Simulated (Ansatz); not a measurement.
Molecule (SMILES): F (HF).
Geometry (B3LYP-D3(BJ)/def2-TZVP, fixed):
```xyz
2

F      0.0000     0.0000    -0.0925
H      0.0000     0.0000     0.8321
```

Basis-set convergence of the dipole moment at MP2 with Ansatz (an electronic-structure program). Dipoles come from the density behind the forces; the sign is taken along the dipole that this method gives in the largest set. The reference of a correlated method is not its basis-set limit, which lies further on. Cartesian d functions, on some or all atoms, in 6-31+G*; all else is spherical. Cores are frozen. No added dispersion term, no relativity. Reference: the value in aug-cc-pV5Z, 1.821 D, itself unsure by roughly 0.004 D (its mean distance from aug-pcseg-3, aug-cc-pVQZ, def2-QZVPPD). Deviations are taken from unrounded values.

| basis | functions | dipole moment (D) | minus reference (D) |
|---|---|---|---|
| STO-3G | 6 | 1.200 | -0.621 |
| pcseg-1 | 19 | 1.937 | 0.116 |
| 6-31+G* | 21 | 2.060 | 0.240 |
| 6-311G** | 24 | 1.919 | 0.098 |
| 6-311+G** | 28 | 1.982 | 0.162 |
| aug-cc-pVDZ | 32 | 1.814 | -0.006 |
| def2-TZVP | 37 | 1.954 | 0.133 |
| def2-TZVPP | 45 | 1.852 | 0.031 |
| jun-cc-pV(T+d)Z | 53 | 1.832 | 0.011 |
| def2-TZVPPD | 57 | 1.808 | -0.013 |
| def2-QZVPP | 87 | 1.843 | 0.022 |
| aug-pcseg-3 | 134 | 1.817 | -0.003 |
| cc-pV5Z | 146 | 1.834 | 0.013 |

The smallest set listed that lies within 0.05 D of the reference with all its larger relatives (same family, alike in diffuse functions; a set with none counts only in the reference's own line) is aug-cc-pVDZ (32 functions, -0.006 D off). Inside, with no larger relative to test it: aug-pcseg-3, cc-pV5Z. (Relatives not listed, tested too: aug-cc-pVTZ -0.006, def2-QZVP 0.022, def2-QZVPPD -0.007, aug-cc-pVQZ -0.002, aug-cc-pV5Z 0.000 D.)
